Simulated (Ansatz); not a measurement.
Geometry optimisation, Ansatz 0.2.0, UKS PBE/6-31G*.

input.yaml

```yaml
crystal:
  periodic: [false, false, false]
  atoms:
    - { symbol: Al, position_ang: [0.0, 0.0, 0.0] }
    - { symbol: H, position_ang: [0.0, 0.0, 1.81] }
    - { symbol: "N", position_ang: [1.6627, 0.0, -0.96] }
    - { symbol: H, position_ang: [2.1293, -0.9179, -1.2118] }
    - { symbol: H, position_ang: [2.1141, 0.9179, -1.2382] }
    - { symbol: C, position_ang: [-1.706, 0.0, -0.985] }
    - { symbol: H, position_ang: [-2.2662, -0.9305, -0.7558] }
    - { symbol: H, position_ang: [-2.3102, 0.8797, -0.6796] }
    - { symbol: H, position_ang: [-1.5043, 0.0508, -2.0753] }
    - { symbol: H, position_ang: [0.0, 0.0, 2.77] }
magnetization:
  spin_polarized: true
  initial_magnetization: 1
basis:
  gaussian: { orbitals: "6-31G*" }
hamiltonian:
  xc: pbe
relax:
  f_tol: 0.15
  max_steps: 25
  restrain:
    - { distance: [1, 9], at: 0.66, k: 30.0 }
    - { distance: [0, 1], at: 2.76, k: 30.0 }
output:
  orbitals: {}
```

Launched with:

```bash
$ ansatz run input.yaml --threads 1 --pin off --max-ram 2048MiB --backend cpu --events-out ev --progress --plain --runs-dir out
```

Question: Where does it end, and by what steps?

Answer: The forces met the threshold. The restraints hold the end off the free minimum. After 11 steps the energy has fallen by 1.222 eV (the restraints' own energy left out); Al1 moved furthest, 0.93 Å. Joined: H2–H10 (0.96 → 0.71 Å).

| step | energy less start (eV) | largest force component (eV/Å) | accepted |
| --- | --- | --- | --- |
| 0 | 0.0000 | 1.861 | yes |
| 1 | -0.3930 | 1.383 | yes |
| 2 | -0.1770 | 4.858 | yes |
| 3 | -0.5773 | 1.671 | yes |
| 4 | -0.8471 | 1.578 | yes |
| 5 | -0.9194 | 1.534 | yes |
| 6 | -1.0152 | 1.180 | yes |
| 7 | -1.0893 | 1.333 | yes |
| 8 | -1.1944 | 1.362 | yes |
| 9 | -1.2116 | 1.358 | yes |
| 10 | -1.2070 | 1.205 | no |
| 11 | -1.2222 | 1.353 | yes |

```xyz
10
Properties=species:S:1:pos:R:3
Al 0.065 -0.833 -0.415
H -0.014 -0.107 2.248
N 1.589 -0.085 -1.035
H 2.531 -0.384 -0.782
H 1.628 0.702 -1.691
C -1.652 -0.022 -1.034
H -2.490 -0.739 -1.027
H -1.925 0.823 -0.376
H -1.543 0.370 -2.063
H -0.068 0.275 2.849
```

Time of the run: 21 s on 1 thread of INTEL(R) XEON(R) PLATINUM 8581C CPU @ 2.30GHz (Emerald Rapids) (shared host), peak memory 0.18 GiB.
